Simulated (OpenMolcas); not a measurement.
# BHCl (SMILES [BH]Cl), step by step

Aim: the energy (UHF/STO-3G), then a single-point energy (CASSCF(3,3)/STO-3G), then the energy (CASPT2(3,3)/STO-3G), then a single-point energy (SC-NEVPT2(3,3)/STO-3G), then the energy (MRCI(3,3)/STO-3G) of BHCl. 

Program for the calculation: OpenMolcas 26.06.

**1. The system as given**

BHCl: 3 atoms, total charge 0, spin state doublet. SMILES: `[BH]Cl`. The B1–H3 distance was set to 2.048 Å, away from the relaxed value. At this shape a bond of the SMILES string is far longer than usual.

Bond lengths: B1–Cl2 1.662 Å.

**2. The energy at UHF/STO-3G (run 1)**

input.xyz reads:

```xyz
3

B      0.839270    -0.561872     0.382606
Cl     1.674450     0.740198     0.990306
H     -0.966200    -0.355340    -0.562680
```

step1.input reads:

```
&gateway
 baslib=$CurrDir
 coord=input.xyz
 basis=STO-3G
 group=NoSym

&seward

&scf
 uhf
 spin=2
 scramble=0.25
 prorbitals=1 1
```

The basis set STO-3G is read from a file made from the Basis Set Exchange's data (not shown).

On the command line:

```console
$ export MOLCAS_MEM=1860
$ pymolcas step1.input > step1.log
```

Output:

```text
--- Start Module: gateway ---
[...]
--- Stop Module: gateway /rc=_RC_ALL_IS_WELL_ ---
--- Start Module: seward ---
[...]
      Basis functions           15
--- Stop Module: seward /rc=_RC_ALL_IS_WELL_ ---
--- Start Module: scf ---
[...]
       Convergence after  18 Iterations
[...]
::    Total SCF energy                               -479.3315458523
[...]
      Total spin, S                                     0.6576472994
[...]
      Total electronic charge=   23.000000
      Total            charge=   -0.000000
[...]
      Dipole Moment (debye):
      Origin of the operator (angstrom)=    1.4221    0.4116    0.8146
                   X= -1.3241E-01               Y= -4.6765E-01               Z= -1.2820E-01           Total=  5.0266E-01
      Quadrupole Moment (debye*angstrom):
[...]
--- Stop Module: scf /rc=_RC_ALL_IS_WELL_ ---
[...]
```

Wall time 1.8 s (1 thread of Arm Neoverse V1, shared host); peak memory 0.37 GiB.

**3. The energy at CASSCF(3,3)/STO-3G (run 2)**

input.xyz is that of step 2.

step2.inp reads:

```
&GATEWAY
BASLIB=$CurrDir
COORD=input.xyz
BASIS=STO-3G
GROUP=NoSym
&SEWARD
&RASSCF
FILEORB=$CurrDir/step1.UnaOrb
SPIN=2
NACTEL=3 0 0
INACTIVE=10
RAS2=3
ORBLISTING=Nothing
ORBAPPEAR=Compact
```

The basis set STO-3G is read from a file made from the Basis Set Exchange's data (not shown).

On the command line:

```console
$ export MOLCAS_MEM=1860
$ pymolcas step2.inp > step2.log
```

Output:

```text
--- Start Module: gateway ---
[...]
--- Stop Module: gateway /rc=_RC_ALL_IS_WELL_ ---
--- Start Module: seward ---
[...]
      Basis functions           15
--- Stop Module: seward /rc=_RC_ALL_IS_WELL_ ---
--- Start Module: rasscf ---
[...]
      Number of active orbitals                  3
[...]
      Spin quantum number                      0.5
[...]
      Active orbitals                            3
[...]
      Number of CSFs                             8
[...]
      Number of root(s) required                 1
[...]
      Convergence after  8 iterations
[...]
      printout of CI-coefficients larger than  0.05 for root  1
      energy=    -479.354600
      conf/sym  111     Coeff  Weight
             1  2u0   0.93372 0.87184
             4  udu  -0.19940 0.03976
             5  02u   0.12346 0.01524
             6  uud  -0.11478 0.01318
             7  u02  -0.11868 0.01408
             8  0u2   0.20307 0.04124
      Natural orbitals and occupation numbers for root  1
      sym 1:   1.817659   1.001217   0.181124
      ************************************************************************************************************************
      *                                                    Final results                                                     *
[...]
::    RASSCF root number  1 Total energy:   -479.35460043
[...]
      Total electronic charge=   23.000000
      Total            charge=   -0.000000
[...]
      Dipole Moment (debye):
      Origin of the operator (angstrom)=    1.4221    0.4116    0.8146
                   X= -2.0651E-01               Y= -7.1867E-01               Z= -1.9864E-01           Total=  7.7369E-01
      Quadrupole Moment (debye*angstrom):
[...]
--- Stop Module: rasscf /rc=_RC_ALL_IS_WELL_ ---
[...]
```

Run time: 1.7 s. Hardware: 1 thread of Arm Neoverse V1, shared host; peak memory 0.37 GiB.

**4. The energy at CASPT2(3,3)/STO-3G (run 3)**

input.xyz is that of step 3.

step3.inp reads:

```
&GATEWAY
BasLib=$CurrDir
Coord=input.xyz
Basis=STO-3G
Group=NoSym
&SEWARD
&RASSCF
FileOrb=$CurrDir/step2.RasOrb
Spin=2
Nactel=3 0 0
Inactive=10
Ras2=3
OrbListing=Nothing
OrbAppear=Compact
&CASPT2
Imaginary=0.1
Frozen=6
```

The basis set STO-3G is read from a file made from the Basis Set Exchange's data (not shown).

On the command line:

```console
$ export MOLCAS_MEM=1860
$ pymolcas step3.inp > step3.log
```

Output:

```text
--- Start Module: gateway ---
[...]
--- Stop Module: gateway /rc=_RC_ALL_IS_WELL_ ---
[...]
      Basis functions           15
[...]
--- Start Module: rasscf ---
[...]
      Number of active orbitals                  3
[...]
      Spin quantum number                      0.5
[...]
      Active orbitals                            3
[...]
      Number of CSFs                             8
[...]
      Number of root(s) required                 1
[...]
      Convergence after  4 iterations
[...]
      printout of CI-coefficients larger than  0.05 for root  1
      energy=    -479.354600
      conf/sym  111     Coeff  Weight
             1  2u0   0.93372 0.87184
             4  udu  -0.19940 0.03976
             5  02u   0.12346 0.01524
             6  uud  -0.11478 0.01318
             7  u02  -0.11868 0.01408
             8  0u2   0.20307 0.04124
      Natural orbitals and occupation numbers for root  1
      sym 1:   1.817659   1.001218   0.181124
      ************************************************************************************************************************
      *                                                    Final results                                                     *
[...]
::    RASSCF root number  1 Total energy:   -479.35460043
[...]
      Total electronic charge=   23.000000
      Total            charge=   -0.000000
[...]
      Dipole Moment (debye):
      Origin of the operator (angstrom)=    1.4221    0.4116    0.8146
                   X= -2.0651E-01               Y= -7.1867E-01               Z= -1.9864E-01           Total=  7.7368E-01
      Quadrupole Moment (debye*angstrom):
[...]
--- Start Module: caspt2 ---
[...]
      E2 (Variational):          -0.0269133458
      Total energy:            -479.3815137789
[...]
      Reference weight:           0.98363
[...]
::    CASPT2 Root  1     Total energy:   -479.38151378
[...]
```

It took 1.7 s on 1 thread of Arm Neoverse V1, shared host; peak memory 0.37 GiB.

**5. The energy at SC-NEVPT2(3,3)/STO-3G (run 4)**

input.xyz is that of step 4.

step4.input reads:

```
&GATEWAY
  BASLIB=$CurrDir
  COORD=input.xyz
  BASIS=STO-3G
  GROUP=NoSym

&SEWARD

&RASSCF
  FILEORB=$CurrDir/step2.RasOrb
  SPIN=2
  NACTEL=3 0 0
  INACTIVE=10
  RAS2=3
  ORBLISTING=Nothing
  ORBAPPEAR=Compact

&CASPT2
  SC-NEVPT2
  FROZEN=6
```

The basis set STO-3G is read from a file made from the Basis Set Exchange's data (not shown).

On the command line:

```console
$ export MOLCAS_MEM=1860
$ pymolcas step4.input > step4.log
```

Output:

```text
--- Start Module: gateway ---
[...]
--- Stop Module: gateway /rc=_RC_ALL_IS_WELL_ ---
[...]
      Basis functions           15
[...]
      Number of active orbitals                  3
[...]
      Spin quantum number                      0.5
[...]
      Active orbitals                            3
[...]
      Number of CSFs                             8
[...]
      Number of root(s) required                 1
[...]
      Convergence after  4 iterations
[...]
      printout of CI-coefficients larger than  0.05 for root  1
      energy=    -479.354600
      conf/sym  111     Coeff  Weight
             1  2u0   0.93372 0.87184
             4  udu  -0.19940 0.03976
             5  02u   0.12346 0.01524
             6  uud  -0.11478 0.01318
             7  u02  -0.11868 0.01408
             8  0u2   0.20307 0.04124
      Natural orbitals and occupation numbers for root  1
      sym 1:   1.817659   1.001218   0.181124
      ************************************************************************************************************************
      *                                                    Final results                                                     *
[...]
::    RASSCF root number  1 Total energy:   -479.35460043
[...]
      Total electronic charge=   23.000000
      Total            charge=   -0.000000
[...]
      Dipole Moment (debye):
      Origin of the operator (angstrom)=    1.4221    0.4116    0.8146
                   X= -2.0651E-01               Y= -7.1867E-01               Z= -1.9864E-01           Total=  7.7368E-01
      Quadrupole Moment (debye*angstrom):
[...]
      E2 (Variational):          -0.0252832054
[...]
      E2 (Variational):          -0.0251767263
      Total energy:            -479.3797771594
[...]
      Reference weight:           0.98577
[...]
::    SC-NEVPT2 Root  1     Total energy:   -479.37977716
[...]
```

Run time: 1.7 s. Hardware: 1 thread of Arm Neoverse V1, shared host; peak memory 0.37 GiB.

**6. The energy at MRCI(3,3)/STO-3G (run 5)**

input.xyz is that of step 5.

step5.input reads:

```
* BClH MRCI
>>> EXPORT MOLCAS_PRINT=2
&GATEWAY
BasLib=$CurrDir
Coord=input.xyz
Basis=STO-3G
Group=NoSym
&SEWARD
&RASSCF
FileOrb=$CurrDir/step2.RasOrb
Spin=2
Nactel=3 0 0
Inactive=10
Ras2=3
OrbListing=Nothing
OrbAppear=Compact
&MOTRA
LumOrb
Frozen=6
&GUGA
Electrons=11
Spin=2
Inactive=4
Active=3
CIAll=1
&MRCI
SDCI
```

The basis set STO-3G is read from a file made from the Basis Set Exchange's data (not shown).

On the command line:

```console
$ export MOLCAS_MEM=1860
$ pymolcas step5.input > step5.log
```

Output:

```text
--- Start Module: gateway ---
[...]
--- Stop Module: gateway /rc=_RC_ALL_IS_WELL_ ---
[...]
      Basis functions           15
[...]
      Number of active orbitals                  3
[...]
      Spin quantum number                      0.5
[...]
      Active orbitals                            3
[...]
      Number of CSFs                             8
[...]
      Number of root(s) required                 1
[...]
      Convergence after  4 iterations
[...]
      printout of CI-coefficients larger than  0.05 for root  1
      energy=    -479.354600
      conf/sym  111     Coeff  Weight
             1  2u0   0.93372 0.87184
             4  udu  -0.19940 0.03976
             5  02u   0.12346 0.01524
             6  uud  -0.11478 0.01318
             7  u02  -0.11868 0.01408
             8  0u2   0.20307 0.04124
      Natural orbitals and occupation numbers for root  1
      sym 1:   1.817659   1.001218   0.181124
      ************************************************************************************************************************
      *                                                    Final results                                                     *
[...]
::    RASSCF root number  1 Total energy:   -479.35460043
[...]
      Dipole Moment (debye):
      Origin of the operator (angstrom)=    1.4221    0.4116    0.8146
                   X= -2.0651E-01               Y= -7.1867E-01               Z= -1.9864E-01           Total=  7.7368E-01
      Quadrupole Moment (debye*angstrom):
[...]
       (But an ACPF correction will be computed)
       USE THE DEFAULT ACPF G-VALUE GFAC=  0.18181818181818182
[...]
                      CI ENERGY:  -479.39190253
[...]
                ACPF CORRECTION:    -0.00136496
[...]
     ACPF CORRECTION:     -0.00136496
[...]
  CI State   1     Total energy:   -479.39190253     QDav:     -0.00168196     QACPF:     -0.00136496
[...]
```

Wall time 1.9 s (1 thread of Arm Neoverse V1, shared host); peak memory 0.37 GiB.

**7. Outcome**

| quantity | value |
| --- | --- |
| run 1, UHF/STO-3G: total energy | -479.33155 Eh |
| run 1, UHF/STO-3G: dipole moment | 0.50 D |
| run 1, UHF/STO-3G: HOMO energy (highest over α and β) | -8.47 eV |
| run 1, UHF/STO-3G: LUMO energy (lowest over α and β) | 6.46 eV |
| run 1, UHF/STO-3G: ⟨S²⟩ | 1.090 |
| run 2, CASSCF(3,3)/STO-3G: total energy | -479.35460 Eh |
| run 2, CASSCF(3,3)/STO-3G: dipole moment (CASSCF density) | 0.77 D |
| run 3, CASPT2(3,3)/STO-3G: total energy | -479.38151 Eh |
| run 3, CASPT2(3,3)/STO-3G: dipole moment (CASSCF density) | 0.77 D |
| run 4, SC-NEVPT2(3,3)/STO-3G: total energy | -479.37978 Eh |
| run 4, SC-NEVPT2(3,3)/STO-3G: dipole moment (CASSCF density) | 0.77 D |
| run 5, MRCI(3,3)/STO-3G: total energy | -479.39190 Eh |
| run 5, MRCI(3,3)/STO-3G: dipole moment (CASSCF density) | 0.77 D |

In words: ⟨S²⟩ (run 1, UHF/STO-3G) is 1.09 where a pure doublet has 0.75: the reference is spin-contaminated. Mulliken charges (run 1, UHF/STO-3G) run from -0.21 on Cl2 to +0.24 on B1; they depend strongly on the basis. Mulliken charges (run 3, CASPT2(3,3)/STO-3G) of the CASSCF density run from -0.21 on Cl2 to +0.25 on B1; they depend strongly on the basis. Mulliken charges (run 5, MRCI(3,3)/STO-3G) of the CASSCF density run from -0.21 on Cl2 to +0.25 on B1.
